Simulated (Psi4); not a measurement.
# PBE0/cc-pVDZ run of C2H6Si (SMILES CC[SiH])

What is the energy change on altering one bond length of C2H6Si at PBE0/cc-pVDZ? 

The calculation is run with Psi4 1.11.

### 1 The molecule

C2H6Si has 9 atoms, charge 0, and is taken as a singlet. As SMILES, `CC[SiH]`. The coordinates come from a PBE0-D4/def2-TZVP relaxation. This is one conformer, not always the lowest.

Bond lengths: C1–C2 1.523 Å, C2–Si3 1.891 Å, C1–H4 1.094 Å, C1–H5 1.093 Å, C1–H6 1.092 Å, C2–H7 1.095 Å, C2–H8 1.111 Å, Si3–H9 1.532 Å. Some angles: C1–C2–Si3 121.0°, C1–C2–H7 111.7°, C1–C2–H8 109.8°, Si3–C2–H7 110.3°, Si3–C2–H8 97.9°, C2–C1–H4 112.0°, C2–C1–H5 111.1°, C2–C1–H6 111.0°, C2–Si3–H9 94.7°, H7–C2–H8 104.1°.

### 2 Energy and gradient at PBE0/cc-pVDZ

input.inp reads:

```
memory 2.2 GB

molecule system {
  C     -0.593600     0.495600    -0.562700
  C      0.423400    -0.563800    -0.158900
  Si     1.475100    -0.358700     1.398700
  H     -1.208900     0.173100    -1.407700
  H     -0.098000     1.423000    -0.860500
  H     -1.258400     0.736300     0.269500
  H      1.051000    -0.864800    -1.004300
  H     -0.103000    -1.497700     0.133400
  H      0.401100     0.410600     2.175300
  symmetry c1
  no_reorient
  no_com
}

set {
  reference rks
  puream true
  e_convergence 1e-09
  d_convergence 1e-08
  scf_type pk
  dft_radial_points 99
  dft_spherical_points 590
}

result, w = gradient('pbe0/cc-pVDZ', return_wfn=True)
oeprop(w, 'DIPOLE', 'QUADRUPOLE', 'MULLIKEN_CHARGES')
print_variables()
```

Run with:

```console
$ psi4 -i input.inp -o input.out -n 1
```

input.out:

```text
[...]
  Running in c1 symmetry.
[...]
  Nuclear repulsion =   95.800476581944153
[...]
  Multiplicity = 1
[...]
  Nalpha       = 16
  Nbeta        = 16
[...]
    Number of basis functions: 76
[...]
   @RKS iter   1:  -368.74272526526829   -2.78642e-01   9.30432e-03 ADIIS/DIIS
[...]
   @RKS iter  11:  -369.02130704704808   -2.04636e-11   8.80053e-09 DIIS
[...]
    Orbital Energies [Eh]
    ---------------------
    Doubly Occupied:
       1A    -66.270326     2A    -10.229159     3A    -10.228275
       4A     -5.337077     5A     -3.676230     6A     -3.668216
       7A     -3.665049     8A     -0.783507     9A     -0.645270
      10A     -0.495654    11A     -0.455820    12A     -0.416601
      13A     -0.389648    14A     -0.362453    15A     -0.304949
      16A     -0.226499
[...]
  @RKS Final Energy:  -369.02130704704808
   => Energetics <=
    Nuclear Repulsion Energy =             95.8004765819441531
    One-Electron Energy =                -697.1864439127292599
    Two-Electron Energy =                 257.9005668175607298
    DFT Exchange-Correlation Energy =     -25.5359065338236952
    Empirical Dispersion Energy =           0.0000000000000000
    VV10 Nonlocal Energy =                  0.0000000000000000
    Total Energy =                       -369.0213070470480829
[...]
  -Total Gradient:
     Atom            X                  Y                   Z
    ------   -----------------  -----------------  -----------------
       1       -0.002608692040     0.003367319640    -0.000916536084
       2        0.003040687987    -0.004273950382     0.001605119669
       3       -0.006610048935     0.001919475345    -0.003209084275
       4        0.003276144032     0.001573046284     0.004443076205
       5       -0.002553149380    -0.005004894395     0.001652976876
       6        0.003817122526    -0.001461990217    -0.004298506049
       7       -0.003304424819     0.001859252780     0.004431466723
       8        0.002045358833     0.004213458293    -0.001414567737
       9        0.002897169477    -0.002193077975    -0.002294597487
[...]
 Multipole Moments:
 ------------------------------------------------------------------------------------
     Multipole            Electronic (a.u.)      Nuclear  (a.u.)        Total (a.u.)
 ------------------------------------------------------------------------------------
 L = 1.  Multiply by 2.5417464519 to convert [e a0] to [Debye]
 Dipole X            :        -35.1459563           34.7974169           -0.3485394
 Dipole Y            :          9.5461195           -9.5440618            0.0020577
 Dipole Z            :        -27.8873200           27.5104440           -0.3768760
 Magnitude           :                                                    0.5133415
 L = 2.  Multiply by 1.3450342976 to convert [e a0^2] to [Debye ang]
 Quadrupole XX       :       -159.3583093          135.6410276          -23.7172817
 Quadrupole XY       :         46.3084022          -44.5322076            1.7761946
[...]
```

It took 27 s on 1 thread of Intel Xeon Platinum 8488C (Sapphire Rapids), shared host; peak memory 1.5 GiB.

### 3 The distorted shape

input.dat reads:

```
memory 2.2 GB

molecule molecule1 {
  C     -0.909087     0.434075    -1.029946
  C      0.107913    -0.625325    -0.626146
  Si     1.475100    -0.358700     1.398700
  H     -1.524387     0.111575    -1.874946
  H     -0.413487     1.361475    -1.327746
  H     -1.573887     0.674775    -0.197746
  H      0.735513    -0.926325    -1.471546
  H     -0.418487    -1.559225    -0.333846
  H      0.401100     0.410600     2.175300
  symmetry c1
  no_reorient
  no_com
}

set basis cc-pVDZ
set reference rks
set puream true
set e_convergence 1e-09
set d_convergence 1e-08
set scf_type pk
set dft_radial_points 99
set dft_spherical_points 590

energy_value, wavefunction = gradient('pbe0', return_wfn=True)
oeprop(wavefunction, 'LOWDIN_CHARGES', 'MULLIKEN_CHARGES', 'MAYER_INDICES', title='PBE0')
print_variables()
```

Run with:

```console
$ psi4 -n 1 input.dat output.dat
```

output.dat, shortened:

```text
[...]
  Running in c1 symmetry.
[...]
  Nuclear repulsion =   85.783083978125489
[...]
  Multiplicity = 1
[...]
  Nalpha       = 16
  Nbeta        = 16
[...]
    Number of basis functions: 76
[...]
   @RKS iter   1:  -368.65432282044367   -5.12108e-01   9.68890e-03 ADIIS/DIIS
[...]
   @RKS iter  13:  -368.98020131487760   -5.11591e-12   3.02560e-09 DIIS
[...]
  @RKS Final Energy:  -368.98020131487760
   => Energetics <=
    Nuclear Repulsion Energy =             85.7830839781254895
    One-Electron Energy =                -677.0952092615083302
    Two-Electron Energy =                 247.7817136032915641
    DFT Exchange-Correlation Energy =     -25.4497896347864021
    Empirical Dispersion Energy =           0.0000000000000000
    VV10 Nonlocal Energy =                  0.0000000000000000
    Total Energy =                       -368.9802013148776041
[...]
 Multipole Moments:
 ------------------------------------------------------------------------------------
     Multipole            Electronic (a.u.)      Nuclear  (a.u.)        Total (a.u.)
 ------------------------------------------------------------------------------------
 L = 1.  Multiply by 2.5417464519 to convert [e a0] to [Debye]
 Dipole X            :        -24.7505148           24.6622884           -0.0882263
 Dipole Y            :         11.5592723          -11.5205736            0.0386987
 Dipole Z            :        -12.4439472           12.5000054            0.0560583
 Magnitude           :                                                    0.1114630
[...]
  -Total Gradient:
     Atom            X                  Y                   Z
    ------   -----------------  -----------------  -----------------
       1       -0.013047775657     0.000480907953    -0.011128205945
       2       -0.009168442576     0.003035863134    -0.035178744932
       3        0.023018669904     0.006585435172     0.045733497160
       4        0.003148381088     0.003962732464     0.004989717928
       5       -0.001751685211    -0.005734622199     0.002204282506
       6        0.004921042608    -0.001779025459    -0.003638445318
       7       -0.010224087197    -0.002716340602    -0.000484717184
       8       -0.001499534462    -0.001953596334    -0.003359843440
       9        0.004603228528    -0.001881294351     0.000861485268
[...]
  Mulliken Charges: (a.u.)
   Center  Symbol    Alpha    Beta     Spin     Total
[...]
```

Wall time 27 s (1 thread of Intel Xeon Platinum 8488C (Sapphire Rapids), shared host); peak memory 1.4 GiB.

### 4 Summary of results

Level: PBE0/cc-pVDZ.

| quantity | value |
| --- | --- |
| first shape: total energy | -369.02131 Eh |
| first shape: dipole moment | 1.30 D |
| first shape: HOMO energy | -6.16 eV |
| first shape: LUMO energy | -2.41 eV |
| first shape: HOMO–LUMO gap | 3.75 eV |
| first shape: largest force on an atom | 0.391 eV/Å |
| distorted shape: total energy | -368.98020 Eh |
| distorted shape: dipole moment | 0.28 D |
| distorted shape: HOMO energy | -6.17 eV |
| distorted shape: LUMO energy | -2.95 eV |
| distorted shape: HOMO–LUMO gap | 3.22 eV |
| distorted shape: largest force on an atom | 2.654 eV/Å |
| energy change with the C2–Si3 bond stretched from 1.891 to 2.458 Å | 1.119 eV |

**Reading.** With the C2–Si3 bond stretched from 1.891 to 2.458 Å the energy rises by 1.12 eV (108 kJ/mol). The first shape isn't relaxed at this level, so the change isn't measured from a minimum. The largest force (first shape) is 0.39 eV/Å: the shape isn't a stationary point for this species at this level. Mulliken charges (first shape) run from -0.27 on C2 to +0.16 on Si3; they depend strongly on the basis. Mulliken charges (distorted shape) run from -0.32 on C2 to +0.22 on Si3.
